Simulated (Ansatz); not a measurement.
bcc Ta, treated with PBE (PAW; Ansatz, a quantum-chemistry and plane-wave program).

Settings: plane-wave cutoff 520 eV, 28×28×28 k mesh, Fermi–Dirac smearing 0.057 eV (set by the program), scalar-relativistic PAW data made under PBE.

Computed at the level's own relaxed cell.

Hill averages of the elastic tensor: K = 194.2 GPa, G = 63.4 GPa. Volume 18.282 Å³/atom, mean atomic mass 180.948 u.

Q: Work out the density, the sound velocities of a polycrystal and the elastic Debye temperature, and Pugh's ratio at this level.

A: ρ = 1.66054 × 180.948/18.282 = 16.435 g/cm³. v_l = √[(K + 4G/3)/ρ] = 4.118 km/s and v_t = √(G/ρ) = 1.964 km/s. The mean follows from 3/v_m³ = 1/v_l³ + 2/v_t³: v_m = 2.209 km/s. Θ_D = (ħ/k_B) v_m (6π²/V)^(1/3) = 76.38 K Å s/km × 2.209 × 1.4796 Å⁻¹ = 250 K, counting all atoms of the cell. K/G = 3.06, to be set beside Pugh's rough bound of 1.75 between brittle and ductile metals.

Note: shear constants of such metals converge slowly with the k mesh.
